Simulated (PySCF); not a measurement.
**Working out the electron affinity of P**

P⁻ [Ne] 3s2 3p4 (3P) → P [Ne] 3s2 3p3 (4S). All numbers are calculated (PySCF 2.14, no relativity, point nucleus, in aug-cc-pV(T+d)Z with one added diffuse shell each of s, p, d, f type (7s6p5d3f, 71 functions)). Frozen: [Ne]. Energies in hartree (1 hartree = 27.21139 eV):

| part | P⁻ (lower) | P (upper) |
| --- | --- | --- |
| UHF | -340.704903 | -340.716505 |
| MP2 opposite-spin | -0.086839 | -0.061349 |
| MP2 same-spin | -0.026899 | -0.023162 |

Question: What does Hartree-Fock give?

Answer: (-340.716505) − (-340.704903) = -0.011602 hartree = -0.316 eV.

Question: What do MP2 and SCS-MP2 (6/5 opposite-spin, 1/3 same-spin) give?

Answer: The opposite-spin parts differ by 0.694 eV and the same-spin parts by 0.102 eV. MP2: -0.316 + (0.694) + (0.102) = 0.480 eV. SCS-MP2: -0.316 + 1.2 × (0.694) + (0.102)/3 = 0.551 eV.

A first-order spin-orbit estimate adds 0.012 eV to MP2 (valence), giving 0.492 eV against 0.747 eV (measured; photodetachment measurements, as compiled on the Wikipedia data page of electron affinities).

What remains against the reference includes basis incompleteness, the frozen core and correlation beyond second order.
